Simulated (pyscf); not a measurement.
Single points on ωB97X-D3(BJ)/def2-SVP structures (PySCF, gas phase).

SMILES: C=[CH][Sn]([OH])([OH])[OH]
```xyz
12

C     -1.4869     1.2007    -0.4663
C     -0.5918     0.6746     0.3750
Sn     0.1347    -1.2514    -0.0393
O      2.0947    -1.4485    -0.2013
O     -0.3494    -2.6250     1.2878
O     -0.6613    -1.7533    -1.7793
H     -1.8390     0.6481    -1.3454
H     -1.9029     2.2038    -0.3096
H     -0.2420     1.2295     1.2518
H      2.3782    -1.4557    -1.1241
H      0.4028    -3.2000     1.4787
H     -1.0142    -2.6515    -1.7671
```

Question: How much does it cost (ΔH, 298 K, ωB97M-D3(BJ)/def2-TZVP) to split H₂C=CH–Sn(OH)(OH)–OH at its C–Sn bond into •HC=CH₂ + HO–Sn•(OH)–OH?

Answer: C–Sn to •HC=CH₂ + HO–Sn•(OH)–OH: 73.6 kcal/mol. The 7 functionals that were run give +65.3 (r²SCAN) to +78.7 kcal/mol (ωB97X-D3(BJ)/def2-TZVP). The radicals are drawn with the spin at the cut bond; how far it spreads was not checked. Other isomers of •HC=CH₂, HO–Sn•(OH)–OH were not searched in full and may lie lower. Elements past Kr carry the def2 core potentials, without spin-orbit coupling.
